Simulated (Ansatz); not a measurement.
We consider A-type hexagonal La2O3, described by r²SCAN+rVV10 in Ansatz (plane waves, PAW).

Numerical settings: plane-wave cutoff 560 eV, 12×12×6 k mesh (along the axes of the cell as run), Fermi–Dirac smearing 0.01 eV, scalar-relativistic PAW data made under PBE.

The cell is scaled about its equilibrium volume:

Shape and atoms are relaxed at each volume.

```json
[
 {"V (Å³/atom)": "15.589", "P (GPa)": "5.20", "direct gap at Γ (eV)": "5.076", "smallest gap on the k mesh (eV)": "4.161", "c (Å)": "5.908"},
 {"V (Å³/atom)": "15.914", "P (GPa)": "2.48", "direct gap at Γ (eV)": "4.975", "smallest gap on the k mesh (eV)": "4.170", "c (Å)": "5.994"},
 {"V (Å³/atom)": "16.239", "P (GPa)": "0.00", "direct gap at Γ (eV)": "4.876", "smallest gap on the k mesh (eV)": "4.173", "c (Å)": "6.075"},
 {"V (Å³/atom)": "16.564", "P (GPa)": "-2.27", "direct gap at Γ (eV)": "4.778", "smallest gap on the k mesh (eV)": "4.165", "c (Å)": "6.152"},
 {"V (Å³/atom)": "16.888", "P (GPa)": "-4.34", "direct gap at Γ (eV)": "4.681", "smallest gap on the k mesh (eV)": "4.152", "c (Å)": "6.226"}
]
```

The fundamental gap (4.17 eV at the equilibrium volume, with added k points) lies elsewhere than Γ–Γ.

Note: the bulk modulus comes from volumes at which shape and atoms were relaxed.

Spin–orbit coupling is not included.

Ansatz is a first-principles code.
